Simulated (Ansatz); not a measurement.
# Worked example: correlation energy of [NH$_{2}$···H···SiH$_{3}$], doublet

Geometry: a point of a hydrogen-transfer path between rigid fragments, not a stationary point.

```yaml
atoms:
  - { symbol: N, position_ang: [-2.0839, -0.0118, -0.0184] }
  - { symbol: H, position_ang: [-2.3812, 0.9560, -0.0184] }
  - { symbol: H, position_ang: [-2.3812, -0.4141, 0.8618] }
  - { symbol: H, position_ang: [-0.3789, -0.0118, -0.0184] }
  - { symbol: Si, position_ang: [1.0611, -0.0118, -0.0184] }
  - { symbol: H, position_ang: [1.5111, -1.4281, -0.0184] }
  - { symbol: H, position_ang: [1.5111, 0.6963, -1.2449] }
  - { symbol: H, position_ang: [1.5111, 0.6963, 1.2081] }
```

Basis cc-pVDZ; Ansatz 0.2.0. Correlated methods freeze the noble-gas cores, which leaves 15 electrons in 56 orbitals. R marks a restricted (for open shells ROHF) determinant, U an unrestricted one.

Full CI isn't at hand for all of this; UCCSDT(Q) serves as the reference, and is uncertain by about the last step of the cluster series.

Runs differ by some tens of microhartree through their thresholds and, for an open shell, their frozen cores, so steps under 0.03 kcal/mol mean nothing.

```tsv
level	total energy (hartree)
UHF	-346.784880
UMP2	-347.053269
UCCSD	-347.102776
UCCSD(T)	-347.108878
UCCSDT	-347.109919
UCCSDT(Q)	-347.110250
```

**Question.** What is the correlation energy at UCCSDT(Q), and what share of it do UMP2 and UCCSD recover?

**Answer.** E(corr) = -347.110250 − (-346.784880) = -0.325370 hartree = -8.854 eV. UMP2: -0.268389 / -0.325370 = 82.49 %. UCCSD: -0.317896 / -0.325370 = 97.70 %.

**Question.** By how many kcal/mol does UCCSD(T) miss UCCSDT(Q) (1 hartree = 627.509 kcal/mol), and which steps make up the rest?

**Answer.** -347.108878 − (-347.110250) = 0.001372 hartree = 0.86 kcal/mol. Steps: UCCSDT − UCCSD(T) = -0.65, UCCSDT(Q) − UCCSDT = -0.21 kcal/mol. Differences between like states or geometries often cancel part of this.
